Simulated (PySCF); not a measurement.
Species: C3H4NO (doublet state).
Z-matrix (Å and degrees, GFN2-xTB geometry), rows numbered from 1:
```
N 
C   1  1.2543
C   2  1.4784  1  127.33
C   3  1.4558  2  120.49  1   135.82
O   4  1.3476  3   61.55  2   102.65
H   1  1.0194  2  115.40  3     1.02
H   2  1.0865  1  117.40  3   178.84
H   3  1.0874  2  117.00  1   -19.36
H   4  1.0751  3  131.49  5  -109.92
```

The hyperfine couplings belong to this conformer and change with its torsions.

Identity: `[H]/N=C\[C@H]1[CH]O1` [radical].

Method used: UKS B3LYP, pcH-1 on C H N O, non-relativistic, mean-field spin-orbit, GIAO (PySCF). One conformer (not necessarily the lowest) at the GFN2-xTB geometry, without solvent, vibrations or thermal averaging. The geometry wasn't refined by DFT: couplings that depend on bond lengths, twists or pyramidal angles can differ widely from those at the functional's own minimum. No stability test was run, so a lower SCF solution isn't excluded.

Principal values of hyperfine tensors in MHz (contact and dipolar terms together), for some of the nuclei:

| atom | isotope | A1 | A2 | A3 |
| --- | --- | --- | --- | --- |
| C4 | 13C | 306.22 | 310.46 | 503.96 |
| H9 | 1H | 58.02 | 80.46 | 118.94 |
| O5 | 17O | -99.33 | 2.81 | 7.40 |
| H8 | 1H | 3.81 | 4.28 | 19.68 |
| C3 | 13C | -9.34 | -6.32 | -2.65 |
| C2 | 13C | -8.09 | -4.17 | -1.18 |
| H6 | 1H | -3.81 | -3.06 | -0.42 |
| H7 | 1H | -2.03 | -1.05 | 6.82 |

Q: Split each tensor into its isotropic and traceless parts, and turn a_iso into mT with g = 2.0032.

A: a_iso is a third of the trace, T = A − a_iso, and a(mT) = a(MHz)/(g × 13.996).

```csv
atom,a_iso (MHz),a_iso (mT),T1,T2,T3
C4,373.55,13.323,-67.33,-63.08,130.41
H9,85.81,3.060,-27.79,-5.35,33.14
O5,-29.71,-1.060,-69.62,32.51,37.11
H8,9.25,0.330,-5.44,-4.98,10.42
C3,-6.10,-0.218,-3.24,-0.22,3.46
C2,-4.48,-0.160,-3.61,0.31,3.30
H6,-2.43,-0.087,-1.38,-0.63,2.01
H7,1.25,0.044,-3.28,-2.30,5.58
```

Q: What spin density at the nucleus of C2 lies behind its contact coupling (g_N = 1.40482)?

A: a_FC = 800.24 MHz bohr³ × g_N × ρ(0)/(2S). With a_FC = -4.48 MHz and 2S = 1, ρ(0) = -0.003985 bohr⁻³.

Q: N1 (14N, g_N = 0.40376) isn't in the table. Its spin density at the nucleus is 0.004645 bohr⁻³. What is its contact coupling?

A: By the same relation, a_FC = 1.50 MHz. Its full tensor has the principal values -0.44, -0.31, 5.25 MHz.

Q: Which nucleus of the table has the largest anisotropic coupling, and what is its form?

A: C4: -67.3, -63.1, 130.4 MHz, nearly axial, close to the ratio −1:−1:+2, the form that spin in one p orbital centred on that nucleus gives.

Q: What first-order splitting does O5 cause when the field lies along A1, A2 or A3 of its tensor (g taken as isotropic, no quadrupole term)?

A: 6 lines (I = 5/2), spaced by |A_i|/(g × 13.996): 3.54, 0.10, 0.26 mT along the axes of A1, A2 and A3.
